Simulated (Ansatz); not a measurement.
Geometry optimisation, RKS CAM-B3LYP/def2-SVP in Ansatz 0.2.0.

Input:

```yaml
crystal:
  periodic: [false, false, false]
  atoms:
    - { symbol: B, position_ang: [0.0, 0.0, 0.0] }
    - { symbol: O, position_ang: [0.0, 0.0, 1.41] }
    - { symbol: H, position_ang: [-0.9095, -0.2814, 1.7471] }
    - { symbol: H, position_ang: [1.0305, 0.0, -0.595] }
    - { symbol: H, position_ang: [-1.0305, 0.0, -0.595] }
basis:
  gaussian: { orbitals: def2-SVP }
hamiltonian:
  xc: cam_b3lyp
relax:
  f_tol: 0.02
  max_steps: 40
output:
  orbitals: {}
```

Run as:

```bash
$ ansatz run input.yaml --threads 1 --pin off --max-ram 2048MiB --backend cpu --events-out ev --progress --plain --runs-dir out
```

Where does it end, and by what steps?

The forces met the threshold. After 5 steps the energy has fallen by 0.211 eV; O2 moved furthest, 0.12 Å.

| step | energy less start (eV) | largest force component (eV/Å) | accepted |
| --- | --- | --- | --- |
| 0 | 0.0000 | 2.496 | yes |
| 1 | -0.0123 | 3.079 | yes |
| 2 | -0.1025 | 2.384 | yes |
| 3 | -0.1233 | 1.861 | yes |
| 4 | -0.2076 | 0.255 | yes |
| 5 | -0.2106 | 0.015 | yes |

```xyz
5
Properties=species:S:1:pos:R:3
B -0.018 -0.024 0.010
O -0.002 -0.109 1.350
H -0.879 -0.175 1.747
H 1.051 0.061 -0.539
H -1.063 -0.034 -0.601
```

Whether the end is a true minimum wasn't checked by a vibrational analysis.

Time of the run: 5.2 s on 1 thread of Arm Neoverse V2 (shared host), peak memory 0.1 GiB.
